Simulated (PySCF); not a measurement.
Potential energy of F₂⁺ along the bond

Set-up: PySCF, spin-free X2C with a Gaussian nucleus, basis sets F jorge-DZP-DKH. Energies in eV from F⁺ + F in their ground configurations at the same level. State: ²Πg (doublet), unpaired electrons π ↑.

```tsv
R (Å)	UHF-CCSD(T)	r²SCAN	UHF-CCSD	PW91
1.107		-2.025		-2.800
1.158	-1.494	-2.824	-1.339	-3.654
1.210	-1.994	-3.297	-1.804	-4.179
1.248	-2.220	-3.493	-2.001	-4.413
1.287	-2.349	-3.587	-2.100	-4.542
1.326	-2.404	-3.599	-2.122	-4.589
1.377	-2.391	-3.519	-2.062	-4.552
1.441	-2.278	-3.309	-1.888	-4.393
1.519	-2.055	-2.956	-1.586	-4.095
1.622		-2.406		-3.609
```

Put a parabola through the three lowest points of the UHF-CCSD(T) curve and estimate Re, k and ωe (reduced mass 9.499 u; 1 eV/Å² = 0.16022 mdyn/Å; ωe = 1302.8·√(k/μ) cm⁻¹).

Through R = 1.287, 1.326, 1.377 Å the second-order coefficient is 18.5 eV/Å², so Re ≈ 1.345 Å, k ≈ 5.93 mdyn/Å and ωe ≈ 1029 cm⁻¹. A polynomial fit of higher order to the unrounded UHF-CCSD(T) energies gives Re = 1.343 Å, k = 5.42 mdyn/Å, ωe = 984 cm⁻¹; anharmonicity and rounding make the difference.

The higher-order fit for each curve: UHF-CCSD(T): Re = 1.343 Å, ωe = 984 cm⁻¹, De = 2.41 eV; r²SCAN: Re = 1.313 Å, ωe = 1149 cm⁻¹, De = 3.60 eV; UHF-CCSD: Re = 1.319 Å, ωe = 1083 cm⁻¹, De = 2.12 eV; PW91: Re = 1.333 Å, ωe = 1091 cm⁻¹, De = 4.59 eV.

Correlated steps freeze 2 core orbitals. Correlated levels converge slowly with the basis: in double zeta they bind strong bonds too weakly, by up to about 1 eV, and carry superposition errors of some tenths. The state was picked by a PBE0 search and need not be the measured ground state.
